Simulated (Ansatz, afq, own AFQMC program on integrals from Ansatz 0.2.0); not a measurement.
**HO⁻, singlet: AFQMC among the cluster methods**

```xyz
2

O     0.0000    0.0000    0.0000
H     0.0000    0.0000    1.0060
```

Basis aug-cc-pVDZ. Only valence electrons are correlated. Ansatz 0.2.0 and our own AFQMC program on the same integrals; the CISD trial comes from CCSD amplitudes, and released means the phaseless constraint is let go. Error bars are statistical, one sigma.

Determinant: RHF, the one that the program's search chose, which needn't be the lowest solution. The geometry is a PBE0/def2-TZVPD stationary point of this or a neighbouring charge and spin state.

No full CI on the walks' own integrals is used here; CCSDT(Q) serves as the reference and is uncertain by about the last step of the cluster series.

Cautions: raised T1 diagnostic (T1 0.025, weight of the determinant 0.92, largest double 0.04).

The T1 diagnostic is 0.0248 and the weight of the determinant in the CISD state is 0.916. The size of the correlated space is 8 electrons in 31 orbitals.

| level | correlation energy (eV) |
| --- | --- |
| MP2 | -6.6160 |
| CCSD | -6.5810 |
| CCSD(T) | -6.8055 |

**Question.** Estimate where AFQMC with the constraint released lies against CCSD(T) on the same integrals.

**Answer.** 0.70 ± 0.66 kcal/mol below CCSD(T). The gap is under twice the noise, so this walk alone can't tell the two apart.

Reference: CCSDT(Q), correlation energy -6.840 eV. The released energy is read at 2.40 1/Eh (meV from the phaseless value at times in 1/Eh: 6 ± 17 at 0.24, 3 ± 15 at 0.51, -7 ± 15 at 0.99, 6 ± 18 at 1.62, 3 ± 29 at 2.40).

```json
{"level": "CCSD(T)", "E − E(reference) (kcal/mol)": "0.80", "share of correlation (%)": "99.49"}
{"level": "CCSDT", "E − E(reference) (kcal/mol)": "0.61", "share of correlation (%)": "99.62"}
{"level": "ph-AFQMC/HF", "E − E(reference) (kcal/mol)": "-2.42 ± 1.54", "share of correlation (%)": "101.53"}
{"level": "ph-AFQMC/CISD", "E − E(reference) (kcal/mol)": "0.04 ± 0.34", "share of correlation (%)": "99.98"}
{"level": "released AFQMC", "E − E(reference) (kcal/mol)": "0.10 ± 0.66", "share of correlation (%)": "99.93"}
```

A walk keeps the symmetry of its determinant, which the program's search chose and which needn't be the lowest solution, so a lower state of the same spin and another symmetry isn't excluded. Released energies are given only where the last usable release times agree within the noise; a slower fall can still hide under it.
